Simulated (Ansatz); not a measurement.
System: diamond-structure Si. Method: G0W0@r²SCAN (Ansatz, a quantum-chemistry and plane-wave program, plane waves, hard PAW, contour deformation).

The cell has the measured lattice parameters. Conventional cell: a = 5.4300 Å, b = 5.4300 Å, c = 5.4300 Å, α = 90.00°, β = 90.00°, γ = 90.00°.

The quasiparticle gap at Γ at a fixed k mesh 2×2×2:

```csv
response cutoff,value (eV)
"150 eV, 307 empty bands",3.268
"200 eV, 472 empty bands",3.285
"250 eV, 660 empty bands",3.293
"300 eV, 868 empty bands",3.298
```

**Question.** Taking the value to converge with the response cutoff E as E^(−3/2), extrapolate from the last two rows.

**Answer.** With y = y∞ + c/w and weights w = 3953 and 5196 for the last two rows, y∞ = (w2 y2 − w1 y1)/(w2 − w1) = (5196 × 3.298 − 3953 × 3.293)/1243 = 3.314 eV, which lies 0.016 beyond the last row. Successive pairs of rows give 3.317, 3.313, 3.314. The limit also hangs on the law assumed, so its last digits aren't firm.

The other settings are not extrapolated, so this is the limit in one setting alone.

At the last cutoff the smallest gap on this mesh is 1.24 eV, with an edge away from Γ.
